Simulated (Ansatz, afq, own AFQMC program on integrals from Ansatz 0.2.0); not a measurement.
## AlNH2, triplet → AlNH$_{2}$, quintet

```json
{"atom": "Al", "x (Å)": "0.0000", "y (Å)": "0.0000", "z (Å)": "0.6865"}
{"atom": "N", "x (Å)": "0.0000", "y (Å)": "0.0000", "z (Å)": "-1.0849"}
{"atom": "H", "x (Å)": "0.0000", "y (Å)": "0.8334", "z (Å)": "-1.6498"}
{"atom": "H", "x (Å)": "0.0000", "y (Å)": "-0.8334", "z (Å)": "-1.6498"}
```

Connectivity, by distances: Al–NH2.

E(quintet, charge +0) − E(triplet, charge +0) at this geometry, on UHF and UHF determinants.

Basis cc-pVDZ. Only valence electrons are correlated. Integrals, coupled cluster, full CI and functionals: Ansatz 0.2.0; the random walks run on the same integrals in our own AFQMC program. The CISD trial takes its coefficients from CCSD amplitudes. Released means that phaseless walkers are propagated on without the constraint, phases kept. ± is one standard error of the sampling. The errors of all members are added in quadrature.

No full CI on the walks' own integrals is used here; CCSDT(Q) serves as the reference and is uncertain by about the last step of the cluster series. Each member takes its own surest rung, up to full CI.

Errors are counted within cc-pVDZ, not against nature.

Cautions: AlNH₂ (triplet): another spin lies lower; AlNH₂ (quintet): another spin lies lower; core correlation is missing, and it shifts such a gap most where an s electron is promoted.

```
level  vertical spin gap (kcal/mol)
  MP2                         103.2
 CCSD                          98.3
```

Q: From these cheaper values, estimate the vertical spin gap at the reference level in cc-pVDZ.

A: 100.3 kcal/mol (CCSDT(Q) in cc-pVDZ).

```
         level  vertical spin gap (kcal/mol)  error against CCSDT(Q) (kcal/mol)
            HF                          74.1                              -26.2
       CCSD(T)                         100.0                               -0.3
         CCSDT                         100.1                               -0.2
 ph-AFQMC/CISD                   100.3 ± 0.1                          0.0 ± 0.1
released AFQMC                  100.3 ± 0.09                         0.0 ± 0.09
```

Correlation beyond CCSD(T) adds 0.3 kcal/mol. The perturbative (T) step is worth +1.7 kcal/mol.

A walk keeps the symmetry of its determinant, which the program's search chose and which needn't be the lowest solution, so a lower state of the same spin and another symmetry isn't excluded. Released energies are given only where the last usable release times agree within the noise; a slower fall can still hide under it.
